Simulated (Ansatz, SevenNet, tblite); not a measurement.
Ladder of methods for the zone-centre TO phonon frequency of zinc-blende AlAs

Reference value: 361 cm⁻¹ (measured, temperature not stated, no zero-point or thermal correction; as tabulated in Giannozzi et al., Phys. Rev. B (1991)).

```
level (code)           value (cm⁻¹)  cell (Å³/atom)  difference (%)
---------------------  ------------  --------------  --------------
GFN2-xTB (tblite)               251           24.20             -30
SevenNet-0 (SevenNet)           289           23.50           -19.9
LDA (Ansatz)                    358           22.29            -0.8
PBE (Ansatz)                    345           23.50            -4.4
PBE-D3(BJ) (Ansatz)             359           22.72            -0.6
```

Nearest, and too close to rank with a margin of 3.0 % (twice that across the reference) picked here for doubts on the reference and the settings, and for temperature and zero-point motion: PBE-D3(BJ) (-0.6 %), LDA (-0.8 %). GFN2-xTB (-30 %) misses by most. Within 10 %: LDA, PBE, PBE-D3(BJ).

The reference has no zero-point or thermal correction, while the calculations are for a static lattice, so the differences are not the levels' errors alone.  GFN2-xTB: the method was fitted mainly to molecules. GFN2-xTB: the run uses a supercell at the zone centre in place of a k mesh. PBE-D3(BJ): the dispersion coefficients are held fixed in the derivatives. Each level is taken at its own relaxed cell. Ansatz's density-functional and Hartree–Fock values are scalar-relativistic unless marked +SOC, with PAW data made under PBE.

Machine-learned potentials (SevenNet-0) are trained on DFT data, which may include these solids.

Differences are worked out from the printed values.

Ansatz is a quantum-chemistry and plane-wave program.
